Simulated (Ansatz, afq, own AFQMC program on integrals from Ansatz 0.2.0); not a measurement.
AFQMC on a folder of integrals that Ansatz 0.2.0 wrote.

```yaml
crystal:
  periodic: [false, false, false]
  atoms:
    - {symbol: Br, position_ang: [0.000000, 0.000000, 0.000000]}
    - {symbol: H, position_ang: [0.000000, 0.000000, 4.714000]}
basis:
  gaussian: {orbitals: cc-pVDZ}
magnetization: {spin_polarized: true, initial_magnetization: 0}
correlation: {method: ccsd_t, electrons: outside_noble_gas, hamiltonian_folder: ham}
```

```sh
$ ansatz run in.yaml --threads 1 --pin off --events-out ev --progress --plain --max-ram 24576MiB --backend cuda --devices 0, --max-vram 18GiB
```

Options of the walk:

```
--method phaseless --trial hf --walkers 4000 --populations 20 --least-time 40 --time-step 0.005 --steps-per-block 20 --equilibration-blocks 160 --max-blocks 4000 --target-error 0.0017000 --factor-cut 1e-05 --start spin_pure --seed 7999 --taylor-order 6
```

Times are imaginary, in 1/Eh. The walk had a cap of 49 s. With eight or more populations the least sampling time is a fifth of least-time, and the error comes from their spread. Filled inner d shells are frozen with the cores.

Log:

```
orbitals 18  electrons 4 4  factors 85 of 358
reference energy -2572.86766703 Eh
CCSD correlation -0.10669742 Eh in 11 cycles, weight of the determinant in the CISD state 0.9509
energy of the start -2572.867775 Eh
 block  time / (1/Eh)  mean weight  energy / Eh
     1     0.100  1.0004  -2572.888666
     2     0.200  1.0006  -2572.905337
     3     0.300  1.0007  -2572.919477
     4     0.400  1.0008  -2572.930690
     5     0.500  1.0006  -2572.939479
     7     0.700  1.0007  -2572.952701
     9     0.900  1.0003  -2572.959682
    13     1.300  1.0001  -2572.970768
    25     2.500  0.9999  -2572.974097
    37     3.700  0.9998  -2572.973524
    49     4.900  0.9999  -2572.973506
    61     6.100  0.9998  -2572.974324
    73     7.300  1.0000  -2572.974844
    85     8.500  1.0001  -2572.975313
    97     9.700  0.9997  -2572.972662
   109    10.900  1.0000  -2572.974277
   121    12.100  1.0003  -2572.973798
   133    13.300  1.0002  -2572.973158
   145    14.500  1.0000  -2572.975752
   157    15.700  0.9999  -2572.978003
   169    16.900  1.0000  -2572.975610
   181    18.100  0.9998  -2572.975116
   193    19.300  0.9999  -2572.972695
   205    20.500  0.9999  -2572.973254
   217    21.700  0.9999  -2572.970061
   223    22.300  0.9999  -2572.969725
   229    22.900  1.0001  -2572.973921
   235    23.500  1.0002  -2572.971287
error from the spread of 20 populations
energy -2572.973533 +/- 0.000563 Eh
(rows thinned)
```

The run passed its tests (sampling time, drift between the halves within three errors, error under three times the target), which doesn't prove that it has relaxed. The second half of the sampling lies above the first by 2.8 errors of their difference, so the energy may still be moving and its error bar be too small.

Against this walk (error 15.3 meV) on the same determinant: CCSD(T) 45.6 meV lower, CCSDT(Q) 53.5 meV lower, CCSDTQ 54.0 meV lower, full CI 54.1 meV lower, a separate phaseless walk with a CISD trial and standard settings 50.8 ± 15.3 meV lower. The error is statistical and leaves out the bias of the constraint. The determinant has ⟨S²⟩ = 1.01, so the low cluster orders mix in higher spin, while the walk starts as a pure singlet. Full CI is exact here, so the walk's 54 meV above it is the walk's own error: the bias of the constraint with this trial, or a walk that hasn't relaxed. The determinant is a poor start (see the cautions), so the low cluster orders aren't to be relied on, and full CI is the sure value.

Cautions: constraint bias not in the error; no relativity below Rb; no spin-orbit coupling; inner d shell frozen; unrestricted determinant spin contaminated (⟨S²⟩ 1.01 against 0.00); the next higher spin lies close (within 5 meV by full CI).

The walk took 23 s on 1 × NVIDIA H100 80GB HBM3 with 2 threads of AMD EPYC 7R13 Processor (Zen 3), with other jobs on the host (the card was shared). The log's last line is the phaseless energy.

CCSDT and higher add their correlation energy to the determinant of the CCSD(T) run, since their own runs factorise the integrals more tightly (a shift of under 2 meV). A walk keeps the symmetry of its determinant, which the program's search chose and which needn't be the lowest solution, so a lower state of the same spin and another symmetry isn't excluded.
